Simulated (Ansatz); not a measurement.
Two shapes of singlet CO2.

Shape 1:

```xyz
3

O    -0.0130   -0.0123   -1.2060
C    -0.0472    0.0129   -0.0104
O     0.0186    0.0373    1.1318
```

Shape 2:

```xyz
3

O    -0.0010   -0.0085   -1.1645
C     0.0030    0.0056    0.0077
O    -0.0069    0.0005    1.1521
```

Basis set: STO-3G (spherical functions). Left uncorrelated: 3 orbitals. Charge 0, multiplicity 1.

Computed with Ansatz (development build ahead of 0.2.0); each method stands on the lowest determinant of its kind that the runs found.

Q: Which shape is lower in energy, and by how much in each method?

A:

```
 method  E(2) − E(1) (eV)
    RHF             0.005
RHF-MP2             0.105
```

Shape 1 is lower.
